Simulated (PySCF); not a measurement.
**Reproducing measurements on chlorofluoromethane**

**Experimental background.**

NIST CCCBDB Release 22 (SRD 101), experimental dipoles lists, for the gas: dipole moment (dielectric constant against temperature) 1.82 D.

The runs below try to reproduce these values; the comparison stands at the end.

Species: chlorofluoromethane, CH₂ClF.
SMILES with atom numbers: `[F:1][CH2:2][Cl:3]` (hydrogens: H4, H5 on C2)

Geometry (PBE0-D3(BJ)/def2-TZVP, Å), atoms numbered from 1 in this order:
```xyz
5
CH2ClF angstrom
F     -0.718    1.116   -0.285
C     -0.098   -0.068   -0.065
Cl     1.419    0.182    0.805
H     -0.737   -0.698    0.551
H      0.140   -0.530   -1.023
```

The PySCF runs (gas phase, on this PBE0-D3(BJ)/def2-TZVP geometry; no spin–orbit coupling):

| level | job | basis functions | wall time |
| --- | --- | --- | --- |
| PBE0-D3(BJ)/def2-TZVP, grid level 2 | geometry optimisation from a GFN2-xTB start | 111 | 6.6 s |

Hardware: one thread of an Arm Neoverse V1, shared host.

## Comparison

**Dipole moment.** Measured: 1.82 D (NIST CCCBDB Release 22 (SRD 101), experimental dipoles).

```json
{"level": "PBE0-D3(BJ)/def2-TZVP", "computed (D)": "1.79", "computed − measured (D)": "-0.03", "% (from the printed values)": "-2"}
```

The computed dipoles belong to one fixed geometry; measured ones are averaged over vibrations unless marked μe. Magnitudes are compared, not signs.

No measured geometry was used, and the causes of the misses weren't examined.
